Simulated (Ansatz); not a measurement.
Consider the hydrogen abstraction from the Si–H bond: `[SiH3][SiH2]Cl` + F• → `[SiH2][SiH2]Cl`• + H–F.

Computed with Ansatz on PBE0-D4/def2-TZVP structures; ΔE is electronic, products minus reactants. CCSD(T)/CBS is the MP2 limit (def2-TZVPP, def2-QZVPP) plus CCSD(T) − MP2 in def2-TZVPP, frozen cores. This one scheme is used for every species, atoms too. DFT in def2-TZVPP. B3LYP here is the variant with VWN-RPA as its local correlation; programs differ in this. HSE06 is defined as in plane-wave codes. Open shells (•) are unrestricted, without spin–orbit coupling. Spin–orbit coupling would lower the free atoms: a little for F.

```tsv
level	ΔE (kJ/mol)	difference from CCSD(T)/CBS
LDA (SPW92)	-265.8	-63.9
PBE-D4	-221.0	-19.1
revPBE-D4	-209.5	-7.6
BLYP-D4	-206.9	-5.0
r2SCAN-D4	-202.7	-0.8
B97M-V	-188.4	13.5
PBE0-D4	-197.4	4.5
B3LYP-D4	-192.9	9.0
r2SCANh-D4	-195.9	6.0
r2SCAN0-D4	-185.7	16.2
HSE06-D4	-198.1	3.8
BHLYP-D4	-161.0	40.9
CAM-B3LYP-D4	-193.1	8.8
ωB97X-V	-182.5	19.4
ωB97M-V	-188.0	13.9
B2PLYP	-193.5	8.4
PBE-QIDH	-191.5	10.4
PBE	-221.3	-19.4
revPBE	-210.7	-8.8
BLYP	-207.5	-5.6
PBE0	-197.7	4.2
B3LYP	-193.2	8.7
r2SCAN0	-185.9	16.0
HSE06	-198.3	3.6
BHLYP	-160.9	41.0
CAM-B3LYP	-193.3	8.6
LC-ωPBE	-202.1	-0.2
HF/def2-SVP	-85.6	116.3
CCSD/def2-SVP	-162.9	39.0
CCSD(T)/def2-SVP	-164.5	37.4
HF/def2-TZVPP	-95.4	106.5
MP2/def2-TZVPP	-217.6	-15.7
SCS-MP2/def2-TZVPP	-194.6	7.3
CCSD/def2-TZVPP	-183.6	18.3
HF/def2-QZVPP	-96.5	105.4
MP2/def2-QZVPP	-224.7	-22.8
SCS-MP2/def2-QZVPP	-201.4	0.5
HF/CBS(def2)	-96.7	105.2
MP2/CBS(def2)	-229.3	-27.4
CCSD/CBS(def2)	-195.2	6.7
CCSD(T)/CBS	-201.9	0
```

Largest T1 diagnostic among the species: 0.013.

In def2-TZVPP, CCSD(T) changes the Hartree–Fock value by −94.9 kJ/mol (the triples alone add −6.7 kJ/mol) and MP2 by −122.3 kJ/mol. From BLYP to BHLYP (50 % exact exchange), in def2-TZVPP and without D4, ΔE moves by +46.6 kJ/mol.

CCSD(T)/CBS has its own doubt, a few kJ/mol and more with outer-core shells, so smaller differences from it don't rank the levels.
